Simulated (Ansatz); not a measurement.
## C3H8O (1-propanol): the vertical ionisation energy from total energies

The species is C3H8O (12 atoms), meant as a singlet with charge 0. As SMILES, `CCCO`. The shape is that of a PBE0-D4/def2-TZVP optimisation. This is one conformer, not always the lowest.

Both states at this one shape; open shells run unrestricted unless said. 1 Eh = 27.2114 eV.

```tsv
level	program	singlet C3H8O (Eh)	doublet C3H8O+ (Eh)	HOMO of the first (eV)
HF/cc-pVDZ	Ansatz	-193.129841	-192.788148	-11.70
PBE0/cc-pVDZ	Ansatz	-194.130271	-193.761358	-7.44
r2SCAN0/cc-pVDZ	Ansatz	-194.225562	-193.853818	-7.72
```

Q: Work out the vertical ionisation energy at each level.

A: 
1. HF/cc-pVDZ: -192.788148 − (-193.129841) = 0.341693 Eh = 9.30 eV; −ε(HOMO) = 11.70 eV.
2. PBE0/cc-pVDZ: -193.761358 − (-194.130271) = 0.368913 Eh = 10.04 eV; −ε(HOMO) = 7.44 eV.
3. r2SCAN0/cc-pVDZ: -193.853818 − (-194.225562) = 0.371744 Eh = 10.12 eV; −ε(HOMO) = 7.72 eV.

No measured value is set beside it here; the levels span 9.30 to 10.12 eV. In Hartree–Fock, −ε(HOMO) (Koopmans) exceeds the difference of totals by the orbital relaxation of the ion. Hartree–Fock favours the state with fewer electron pairs, since it lacks pair correlation.
